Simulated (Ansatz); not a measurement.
# C2H5NO: a ladder of functionals and wavefunction methods

One table from this session's results is given with a row withheld; the runs are named, their logs left out.

Method: functionals in def2-TZVPP, the program's frozen cores in correlated methods; program: Ansatz 0.2.0, Gaussian basis.

The runs, in order: LDA (SPW92), PBE-D4, revPBE-D4, BLYP-D4, r2SCAN-D4, B97M-V, PBE0-D4, B3LYP-D4, r2SCANh-D4, r2SCAN0-D4, HSE06-D4, BHLYP-D4, CAM-B3LYP-D4, LC-ωPBE, ωB97X-V, ωB97M-V, B2PLYP, PBE-QIDH; CCSD(T)/def2-SVP; CCSD(T)/def2-TZVPP; MP2/def2-QZVPP; extrapolation to the limit; RPA on PBE.

## The geometry

All runs share one geometry, relaxed beforehand with PBE0-D4 in a triple-zeta def2 set.

SMILES `CC(=N)O`, 9 atoms, charge 0, spin multiplicity 1.

Atoms are counted from 1 here; the program's logs count them from 0.

Bond lengths: C1–C2 1.493 Å, C1–H5 1.092 Å, C1–H6 1.092 Å, C1–H7 1.088 Å, C2–N3 1.263 Å, C2–O4 1.346 Å, N3–H8 1.014 Å, O4–H9 0.967 Å. Angles: C2–C1–H5 109.8°, C2–C1–H6 109.8°, C2–C1–H7 111.1°, H5–C1–H6 107.2°, H5–C1–H7 109.4°, H6–C1–H7 109.4°, C1–C2–N3 129.2°, C1–C2–O4 111.4°, N3–C2–O4 119.4°, C2–N3–H8 111.4°, C2–O4–H9 106.0°.

Set-up of the first run:

Input file in.yaml:

```yaml
crystal:
  periodic: [false, false, false]
  atoms:
    - {symbol: C, position_ang: [0.079451, 0.706682, -0.760317]}
    - {symbol: C, position_ang: [-0.076088, -0.293570, 0.337003]}
    - {symbol: N, position_ang: [0.749996, -1.151809, 0.758126]}
    - {symbol: O, position_ang: [-1.290979, -0.208779, 0.909636]}
    - {symbol: H, position_ang: [-0.686538, 0.543091, -1.521366]}
    - {symbol: H, position_ang: [-0.066322, 1.714579, -0.365939]}
    - {symbol: H, position_ang: [1.064190, 0.636948, -1.218351]}
    - {symbol: H, position_ang: [1.622116, -1.109447, 0.242415]}
    - {symbol: H, position_ang: [-1.307327, -0.883994, 1.601794]}
basis:
  gaussian: {orbitals: def2-TZVPP}
hamiltonian: {xc: lda}
output: {orbitals: {seedname: orbitals}}
```

Launch:

```console
> ansatz run in.yaml --threads 2 --pin off --events-out ev --progress --plain --max-ram 4352MiB
```

Among the steps run: LDA; PBE-D4 (GGA); revPBE-D4 (GGA); BLYP-D4 (GGA); r2SCAN-D4 (meta-GGA); B97M-V (meta-GGA); B3LYP-D4 (hybrid); r2SCANh-D4 (hybrid); r2SCAN0-D4 (hybrid); HSE06-D4 (hybrid); BHLYP-D4 (hybrid); CAM-B3LYP-D4 (range-separated); LC-ωPBE (range-separated); ωB97X-V (range-separated); ωB97M-V (range-separated); B2PLYP (double hybrid); PBE-QIDH (double hybrid).

One of the session's tables, all rows but one given; the rest of the session is left out.

It belongs to the step «Orbital energies across the functionals». 

| functional | HOMO (eV) | LUMO (eV) | gap (eV) |
| --- | --- | --- | --- |
| LDA (SPW92) | -6.51 | -0.64 | 5.87 |
| PBE-D4 | -6.38 | -0.40 | 5.98 |
| revPBE-D4 | -6.32 | -0.31 | 6.01 |
| BLYP-D4 | -6.29 | -0.31 | 5.99 |
| r2SCAN-D4 | -6.71 | -0.13 | 6.58 |
| B97M-V | -6.83 | -0.01 | 6.82 |
| PBE0-D4 | -7.91 | 0.72 | 8.63 |
| B3LYP-D4 | -7.68 | 0.42 | 8.11 |
| r2SCANh-D4 | -7.30 | 0.28 | 7.57 |
| r2SCAN0-D4 | -8.10 | 0.88 | 8.99 |
| HSE06-D4 | ? | ? | ? |
| BHLYP-D4 | -9.18 | 1.59 | 10.77 |
| CAM-B3LYP-D4 | -9.34 | 1.75 | 11.09 |
| LC-ωPBE | -10.72 | 3.10 | 13.82 |
| ωB97X-V | -10.33 | 2.89 | 13.22 |
| ωB97M-V | -10.24 | 2.43 | 12.68 |

Estimate the missing values for HSE06-D4.

As computed: HOMO (eV): -7.50; LUMO (eV): 0.33; gap (eV): 7.83. In the column «HOMO (eV)» it lies between B3LYP-D4 (-7.68) and r2SCANh-D4 (-7.30).
